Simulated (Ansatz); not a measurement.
# H7NSi: the cost of one run

Program: Ansatz 0.2.0. Level of theory: RKS PBE-D4/def2-SVP. These are calculated values, not measurements.

### 1 The starting structure

Bond lengths: Si1–N2 2.170 Å, N2–H3 1.060 Å, N2–H4 1.060 Å, Si1–H5 1.460 Å, Si1–H6 1.459 Å, Si1–H7 1.459 Å. Angles: Si1–N2–H3 120.0°, Si1–N2–H4 120.0°, H3–N2–H4 120.0°, N2–Si1–H5 109.5°, N2–Si1–H6 109.5°, N2–Si1–H7 109.5°, H5–Si1–H6 109.5°, H5–Si1–H7 109.5°, H6–Si1–H7 109.5°.

Structure file:

```xyz
9

Si    0.0000    0.0000    0.0000
N     0.0000    0.0000    2.1700
H    -0.8770   -0.2713    2.7000
H     0.8770    0.2713    2.7000
H     1.3768    0.0000   -0.4862
H    -0.6877    1.1914   -0.4862
H    -0.6877   -1.1914   -0.4862
H     0.9186   -1.3949    0.5550
H     0.7292   -1.1073    1.5131
```

### 2 Pulling towards end A

Springs on the bonds that form and break draw the guess towards this end; the thresholds are loose.

The input, input.yaml:

```yaml
crystal:
  periodic: [false, false, false]
  atoms:
    - { symbol: Si, position_ang: [0.0, 0.0, 0.0] }
    - { symbol: "N", position_ang: [0.0, 0.0, 2.17] }
    - { symbol: H, position_ang: [-0.877, -0.2713, 2.7] }
    - { symbol: H, position_ang: [0.877, 0.2713, 2.7] }
    - { symbol: H, position_ang: [1.3768, 0.0, -0.4862] }
    - { symbol: H, position_ang: [-0.6877, 1.1914, -0.4862] }
    - { symbol: H, position_ang: [-0.6877, -1.1914, -0.4862] }
    - { symbol: H, position_ang: [0.9186, -1.3949, 0.555] }
    - { symbol: H, position_ang: [0.7292, -1.1073, 1.5131] }
basis:
  gaussian: { orbitals: def2-SVP }
hamiltonian:
  xc: pbe
  dispersion: d4
relax:
  f_tol: 0.15
  max_steps: 25
  restrain:
    - { distance: [0, 7], at: 2.66, k: 30.0 }
    - { distance: [8, 1], at: 2.26, k: 30.0 }
    - { distance: [0, 1], at: 1.82, k: 30.0 }
    - { distance: [8, 7], at: 0.66, k: 30.0 }
```

On the command line:

```bash
> ansatz run input.yaml --threads 2 --pin off --max-ram 3072MiB --backend cpu --events-out ev --progress --plain --runs-dir out
```

What time and memory should one allow on 2 threads of Arm Neoverse V2, shared host?

About 6.1 s, with a peak of 0.11 GiB.
